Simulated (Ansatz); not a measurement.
## Scan of [Br···H···N], quartet

Starting geometry:

```yaml
atoms:
  - { symbol: Br, position_ang: [0.0000, 0.0000, -1.5282] }
  - { symbol: H, position_ang: [0.0000, 0.0000, -0.1076] }
  - { symbol: N, position_ang: [0.0000, 0.0000, 1.6358] }
```

From there H2 is moved from one fragment to the other while all else, the fragments' distance too, stays fixed, so the hump isn't the reaction's barrier; atoms are numbered as listed. Energies are in kcal/mol, counted from the starting geometry at the same level. Kohn–Sham curves are unrestricted where that lies lower.

Basis cc-pVTZ; Ansatz 0.2.0. Correlated methods freeze the noble-gas cores and the filled d shells of p-block atoms. R marks a restricted (for open shells ROHF) determinant, U an unrestricted one. No spin–orbit coupling is included, and no scalar relativity.

Unrestricted rows (U, and Kohn–Sham where it breaks symmetry) aren't spin-pure: their determinants' ⟨S²⟩ exceeds S(S+1) by up to 0.10, so they mix in states of higher spin.

Full CI isn't at hand for all of this; UCCSDT(Q) serves as the reference, and is uncertain by about the last step of the cluster series.

```json
{"distance Br1-H2 (Å)": "1.421", "B3LYP": "0.0"}
{"distance Br1-H2 (Å)": "1.521", "B3LYP": "1.0"}
{"distance Br1-H2 (Å)": "1.722", "B3LYP": "6.7"}
{"distance Br1-H2 (Å)": "1.923", "B3LYP": "5.0"}
{"distance Br1-H2 (Å)": "2.124", "B3LYP": "1.8"}
```

Task: Estimate the UCCSDT(Q) curve in cc-pVTZ from this one, knowing how B3LYP errs.

Result: The computed UCCSDT(Q) values, in kcal/mol from the starting point, and the error of B3LYP against them:
```csv
distance Br1-H2 (Å),UCCSDT(Q),B3LYP less UCCSDT(Q)
1.421,0.0,0.0
1.521,2.7,-1.6
1.722,12.8,-6.2
1.923,14.3,-9.2
2.124,9.7,-7.9
```

The error spans 9.2 kcal/mol and is largest, -9.2 kcal/mol, at 1.923 Å.

Functionals correlate the shells that the reference freezes, so part of their error here is the reference's.
